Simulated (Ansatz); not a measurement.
**C2H3S− (SMILES C=C[S-]): functionals against CCSD(T) at one geometry**

Aim: energy, forces and dipole at a structure displaced at random from a GFN2-xTB minimum, from CCSD(T) and from density functionals.

The runs use Ansatz 0.2.0, Gaussian basis; single points in def2-TZVPPD.

Cores are frozen in the correlated methods. B3LYP uses VWN-RPA correlation.

## 1. The starting structure

SMILES `C=C[S-]`, 6 atoms, charge -1, spin multiplicity 1.

Atoms are counted from 1 here; the program's logs count them from 0.

Bond lengths: C1–C2 1.344 Å, C1–H4 1.076 Å, C1–H5 1.081 Å, C2–S3 1.697 Å, C2–H6 1.088 Å. Angles: C2–C1–H4 121.7°, C2–C1–H5 122.5°, H4–C1–H5 115.8°, C1–C2–S3 127.2°, C1–C2–H6 116.8°, S3–C2–H6 115.9°.

Coordinates:

```
C    -0.44810    0.23430   -0.54630
C     0.37960   -0.06440    0.47000
S     0.94880   -1.60020    0.91310
H    -0.86080   -0.52940   -1.18290
H    -0.76550    1.24560   -0.75920
H     0.76290    0.77080    1.05330
```

## 2. CCSD(T)/def2-TZVPPD

The input, run/in.yaml:

```yaml
crystal:
  periodic: [false, false, false]
  atoms:
    - {symbol: C, position_ang: [-0.448100, 0.234300, -0.546300]}
    - {symbol: C, position_ang: [0.379600, -0.064400, 0.470000]}
    - {symbol: S, position_ang: [0.948800, -1.600200, 0.913100]}
    - {symbol: H, position_ang: [-0.860800, -0.529400, -1.182900]}
    - {symbol: H, position_ang: [-0.765500, 1.245600, -0.759200]}
    - {symbol: H, position_ang: [0.762900, 0.770800, 1.053300]}
basis:
  gaussian: {orbitals: "def2-TZVPPD.json"}
total_charge: -1
correlation: {method: ccsd_t}
output: {forces: true}
```

The basis file named in the input lies beside it (Basis Set Exchange, JSON).

No record of the launch command was kept for these runs.

## 3. PBE0-D4/def2-TZVPPD

Changes to run/in.yaml since step 2:

```diff
@@ -12,3 +12,3 @@
 total_charge: -1
-correlation: {method: ccsd_t}
-output: {forces: true}
+hamiltonian: {xc: pbe0, dispersion: d4}
+output: {forces: true, orbitals: {seedname: orbitals}}
```

## 4. wB97M-V/def2-TZVPPD

Changes to run/in.yaml since step 3:

```diff
@@ -12,3 +12,3 @@
 total_charge: -1
-hamiltonian: {xc: pbe0, dispersion: d4}
-output: {forces: true, orbitals: {seedname: orbitals}}
+hamiltonian: {xc: {name: wB97M-V}}
+output: {forces: true}
```

## 5. r2SCAN-D4/def2-TZVPPD

Changes to run/in.yaml since step 4:

```diff
@@ -12,3 +12,3 @@
 total_charge: -1
-hamiltonian: {xc: {name: wB97M-V}}
+hamiltonian: {xc: r2scan, dispersion: d4}
 output: {forces: true}
```

## 6. PBE-D4/def2-TZVPPD

Changes to run/in.yaml since step 5:

```diff
@@ -12,3 +12,3 @@
 total_charge: -1
-hamiltonian: {xc: r2scan, dispersion: d4}
+hamiltonian: {xc: pbe, dispersion: d4}
 output: {forces: true}
```

## 7. B3LYP-D4/def2-TZVPPD

Changes to run/in.yaml since step 6:

```diff
@@ -12,3 +12,3 @@
 total_charge: -1
-hamiltonian: {xc: pbe, dispersion: d4}
+hamiltonian: {xc: {name: B3LYP}, dispersion: d4}
 output: {forces: true}
```

## 8. BLYP-D4/def2-TZVPPD

Changes to run/in.yaml since step 7:

```diff
@@ -12,3 +12,3 @@
 total_charge: -1
-hamiltonian: {xc: {name: B3LYP}, dispersion: d4}
+hamiltonian: {xc: {name: BLYP}, dispersion: d4}
 output: {forces: true}
```

(Steps that only read results are left out.)

**Question.** What will these runs give? Wanted: RMS force component; RMS force error; HOMO and LUMO, PBE0-D4; T1 diagnostic.

As calculated:

| quantity | value |
| --- | --- |
| RMS force component | 0.265 to 0.437 eV/Å over the methods |
| RMS force error | PBE0-D4 0.219, wB97M-V 0.219, r2SCAN-D4 0.160, PBE-D4 0.170, B3LYP-D4 0.149, BLYP-D4 0.092 eV/Å |
| HOMO and LUMO, PBE0-D4 | -0.11 and 4.24 eV |
| T1 diagnostic | 0.015 |

What this shows: On forces the order runs from BLYP-D4 to wB97M-V. Frozen-core CCSD(T) forces in triple zeta carry basis errors of their own, and this is one geometry, so small gaps rank nothing.
